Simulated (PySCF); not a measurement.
PySCF input (MN15/def2-TZVPD):

```python
from pyscf import gto, scf, dft

mol = gto.M(
    atom='''
    O    -0.00000000   -0.00000000   -0.60212663
    O     0.00000000    0.00000000    0.60212663
    ''',
    basis='def2-tzvpd',
    charge=0,
    spin=2,
    symmetry='D2h',
    verbose=4,
)

mf = dft.UKS(mol, xc='mn15').density_fit(auxbasis='def2-universal-jkfit')
mf.grids.level = 4
mf.conv_tol = 1e-9
mf.max_cycle = 100
mf.max_memory = 1500
mf.kernel()
if not mf.converged:
    mf = mf.newton()
    mf.kernel(mf.make_rdm1())
mf.analyze()
```

End of the output:

```
Extra cycle  E= -150.235917975131  delta_E= -2.84e-13  |g|= 3.05e-07  |ddm|= 1.81e-06
converged SCF energy = -150.235917975131  <S^2> = 2.0058368  2S+1 = 3.0038887
**** SCF Summaries ****
Total Energy =                        -150.235917975131429
Nuclear Repulsion Energy =              28.123105515927772
One-electron Energy =                 -262.027825013805796
Two-electron Energy =                   83.668801522746591
Two-electron Coulomb Energy =          100.536030805797338
DFT Exchange-Correlation Energy =      -16.867229283050747
HOMO-LUMO gap [eV] =                     7.432838806039039
Wave-function symmetry = B1g
alpha occupancy for each irrep:     Ag  B1g  B2g  B3g   Au  B1u  B2u  B3u
                                     3    0    1    1    0    2    1    1
beta  occupancy for each irrep:     Ag  B1g  B2g  B3g   Au  B1u  B2u  B3u
                                     3    0    0    0    0    2    1    1
**** MO energy ****
alpha MO #1 (Ag #1), energy= -18.9821348027729 occ= 1
alpha MO #2 (B1u #1), energy= -18.9819237599317 occ= 1
alpha MO #3 (Ag #2), energy= -1.3482810415632 occ= 1
alpha MO #4 (B1u #2), energy= -0.874200312133134 occ= 1
alpha MO #5 (B2u #1), energy= -0.621041981970743 occ= 1
alpha MO #6 (B3u #1), energy= -0.621041981970743 occ= 1
alpha MO #7 (Ag #3), energy= -0.607430613717248 occ= 1
alpha MO #8 (B2g #1), energy= -0.358696764104598 occ= 1
alpha MO #9 (B3g #1), energy= -0.358696764104596 occ= 1
alpha MO #10 (B1u #3), energy= 0.0860312036298438 occ= 0
alpha MO #11 (Ag #4), energy= 0.106554633083498 occ= 0
alpha MO #12 (B2u #2), energy= 0.123271964679241 occ= 0
alpha MO #13 (B3u #2), energy= 0.123271964679241 occ= 0
alpha MO #14 (Ag #5), energy= 0.166332423354355 occ= 0
alpha MO #15 (B2g #2), energy= 0.168336260677261 occ= 0
alpha MO #16 (B3g #2), energy= 0.168336260677258 occ= 0
alpha MO #17 (B1u #4), energy= 0.234646485450845 occ= 0
alpha MO #18 (B1u #5), energy= 0.329236420224014 occ= 0
alpha MO #19 (Ag #6), energy= 0.363299376904493 occ= 0
alpha MO #20 (B1g #1), energy= 0.363299380331257 occ= 0
alpha MO #21 (Ag #7), energy= 0.454691167262524 occ= 0
alpha MO #22 (B2g #3), energy= 0.504844270414242 occ= 0
alpha MO #23 (B3g #3), energy= 0.504844270414237 occ= 0
alpha MO #24 (B2u #3), energy= 0.519155118566488 occ= 0
alpha MO #25 (B3u #3), energy= 0.519155118566489 occ= 0
alpha MO #26 (B1u #6), energy= 0.523864749950349 occ= 0
alpha MO #27 (Au #1), energy= 0.537995749894456 occ= 0
alpha MO #28 (B1u #7), energy= 0.537995749875507 occ= 0
alpha MO #29 (B2u #4), energy= 0.575188141069948 occ= 0
alpha MO #30 (B3u #4), energy= 0.57518814106995 occ= 0
alpha MO #31 (Ag #8), energy= 0.664891295374183 occ= 0
alpha MO #32 (B1u #8), energy= 0.826035487420917 occ= 0
alpha MO #33 (Ag #9), energy= 0.944694237933589 occ= 0
alpha MO #34 (B2g #4), energy= 0.944905121451697 occ= 0
alpha MO #35 (B3g #4), energy= 0.944905121451687 occ= 0
alpha MO #36 (B1u #9), energy= 1.27265143771065 occ= 0
alpha MO #37 (B2u #5), energy= 1.49743057682826 occ= 0
alpha MO #38 (B3u #5), energy= 1.49743057682826 occ= 0
alpha MO #39 (Ag #10), energy= 1.49865607226451 occ= 0
alpha MO #40 (B1g #2), energy= 1.49865631012292 occ= 0
alpha MO #41 (B1u #10), energy= 1.81433992821507 occ= 0
alpha MO #42 (Au #2), energy= 1.81434017384623 occ= 0
alpha MO #43 (Ag #11), energy= 1.96409146920415 occ= 0
alpha MO #44 (B2g #5), energy= 2.14482932592587 occ= 0
alpha MO #45 (B3g #5), energy= 2.14482932592588 occ= 0
alpha MO #46 (B1u #11), energy= 2.40215829548923 occ= 0
alpha MO #47 (B2u #6), energy= 2.48953837408977 occ= 0
alpha MO #48 (B3u #6), energy= 2.48953837408976 occ= 0
alpha MO #49 (Ag #12), energy= 2.81218461651008 occ= 0
alpha MO #50 (B2g #6), energy= 2.97702952642635 occ= 0
alpha MO #51 (B3g #6), energy= 2.97702952642637 occ= 0
alpha MO #52 (Ag #13), energy= 3.10873172127468 occ= 0
alpha MO #53 (B1u #12), energy= 3.22448149157466 occ= 0
alpha MO #54 (B1u #13), energy= 4.19536631885615 occ= 0
alpha MO #55 (Ag #14), energy= 4.49495376812832 occ= 0
alpha MO #56 (B1g #3), energy= 4.49495451271826 occ= 0
alpha MO #57 (B2u #7), energy= 4.61427373936724 occ= 0
alpha MO #58 (B3u #7), energy= 4.61427373936724 occ= 0
alpha MO #59 (B2u #8), energy= 4.80554033554318 occ= 0
alpha MO #60 (B3u #8), energy= 4.80554033554318 occ= 0
alpha MO #61 (Ag #15), energy= 4.92208575594335 occ= 0
alpha MO #62 (B2g #7), energy= 5.04221087800127 occ= 0
alpha MO #63 (B3g #7), energy= 5.04221087800127 occ= 0
alpha MO #64 (Au #3), energy= 5.57706700730232 occ= 0
alpha MO #65 (B1u #14), energy= 5.57706721246171 occ= 0
alpha MO #66 (B1g #4), energy= 6.0362051923315 occ= 0
alpha MO #67 (Ag #16), energy= 6.03620547954141 occ= 0
alpha MO #68 (B2g #8), energy= 6.13638969680356 occ= 0
alpha MO #69 (B3g #8), energy= 6.13638969680354 occ= 0
alpha MO #70 (B1u #15), energy= 6.20699514859442 occ= 0
alpha MO #71 (Au #4), energy= 6.20699701577815 occ= 0
alpha MO #72 (B2u #9), energy= 6.33557553094691 occ= 0
alpha MO #73 (B3u #9), energy= 6.33557553094692 occ= 0
alpha MO #74 (B1u #16), energy= 6.34141519914453 occ= 0
alpha MO #75 (B2g #9), energy= 7.05472798305088 occ= 0
alpha MO #76 (B3g #9), energy= 7.05472798305087 occ= 0
alpha MO #77 (Ag #17), energy= 7.26589840634024 occ= 0
alpha MO #78 (B1u #17), energy= 8.42665163540345 occ= 0
alpha MO #79 (Ag #18), energy= 41.6008330275397 occ= 0
alpha MO #80 (B1u #18), energy= 42.2061729965949 occ= 0
beta  MO #1 (Ag #1), energy= -18.9596562361125 occ= 1
beta  MO #2 (B1u #1), energy= -18.9591144476995 occ= 1
beta  MO #3 (Ag #2), energy= -1.29416045567649 occ= 1
beta  MO #4 (B1u #2), energy= -0.803808179299068 occ= 1
beta  MO #5 (Ag #3), energy= -0.560802665500916 occ= 1
beta  MO #6 (B2u #1), energy= -0.520766174579138 occ= 1
beta  MO #7 (B3u #1), energy= -0.520766174579137 occ= 1
beta  MO #8 (B2g #1), energy= -0.0855449738732569 occ= 0
beta  MO #9 (B3g #1), energy= -0.0855449738732566 occ= 0
beta  MO #10 (B1u #3), energy= 0.0875561317177116 occ= 0
beta  MO #11 (Ag #4), energy= 0.112484612040049 occ= 0
beta  MO #12 (B2u #2), energy= 0.128173256580463 occ= 0
beta  MO #13 (B3u #2), energy= 0.128173256580463 occ= 0
beta  MO #14 (Ag #5), energy= 0.162077509535202 occ= 0
beta  MO #15 (B2g #2), energy= 0.173498123615639 occ= 0
beta  MO #16 (B3g #2), energy= 0.173498123615636 occ= 0
beta  MO #17 (B1u #4), energy= 0.248857208245497 occ= 0
beta  MO #18 (B1u #5), energy= 0.355279037872101 occ= 0
beta  MO #19 (Ag #6), energy= 0.369375090017897 occ= 0
beta  MO #20 (B1g #1), energy= 0.369375090047616 occ= 0
beta  MO #21 (Ag #7), energy= 0.452660076496571 occ= 0
beta  MO #22 (B2g #3), energy= 0.529464301915557 occ= 0
[...]
```
